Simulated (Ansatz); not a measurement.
fcc Yb, treated with PBE-D4 (Ansatz, a first-principles code, plane waves, PAW).

Run with plane-wave cutoff 500 eV, 24×24×24 k mesh, Fermi–Dirac smearing 0.1 eV, no spin polarisation, scalar-relativistic PAW data made under PBE.

Computed at the level's own relaxed cell.

Question: Predict the equilibrium volume per atom and equilibrium lattice constant a.

Answer: 
equilibrium volume per atom: 34.10 Å³/atom
equilibrium lattice constant a: 5.147 Å

Measured, for comparison: equilibrium volume per atom 41.24 Å³/atom, lattice constant a 5.485 Å (293 K, not corrected to a static lattice; as tabulated in Wikipedia's data pages). Computed (rounded) less measured: equilibrium volume per atom -17.3 %, lattice constant a -6.2 %.

Spin–orbit coupling is not included.
